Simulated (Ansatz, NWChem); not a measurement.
**Strength of the N–H bond: HNCO → H + NCO**

Species: HNCO `N=C=O`, singlet; H atom, doublet; NCO `[N]=C=O`, doublet. 

Shapes, held fixed at every level: PBE0-D4/def2-TZVP. Programs: Ansatz 0.2.0, NWChem 7.3.0, OpenMolcas 26.06. A level may come from different programs for different species; with the same settings they agree closely. The zero-point and thermal change to 298 K, harmonic and unscaled (PBE0-D4/def2-TZVP), is -24.9 kJ/mol.

(1) Estimate ΔH(298 K) of this reaction.

## Answers

(1) The highest level, CCSD(T)/CBS estimate, gives ΔH(298 K) = +468.7 kJ/mol; the levels span +341.6 to +490.8. The column of differences is taken from that level and isn't an error. Hartree–Fock misses the correlation of the pair that is broken and comes out low. No measured value is set beside it here. Spin contamination: NCO (⟨S²⟩ up to 0.84). Open shells run unrestricted unless RO is named. The CBS estimate extrapolates MP2 from def2-TZVPP and def2-QZVPP and adds CCSD(T) − MP2 in the triple-zeta set, cores frozen.

```csv
level,kind,ΔH(298 K) (kJ/mol),less CCSD(T)/CBS estimate
HF/def2-TZVPP,Hartree–Fock,+341.6,-127.1
r2SCAN-D4/def2-TZVPP,meta-GGA,+452.1,-16.6
PBE0/def2-SVP,global hybrid,+454.3,-14.4
B3LYP-D4/def2-TZVPP,global hybrid,+456.1,-12.6
PBE0-D4/def2-TZVPP,global hybrid,+455.4,-13.3
MP2/def2-TZVPP,perturbation theory,+490.8,+22.1
CCSD(T)/CBS estimate,coupled cluster or CI,+468.7,0.0
```
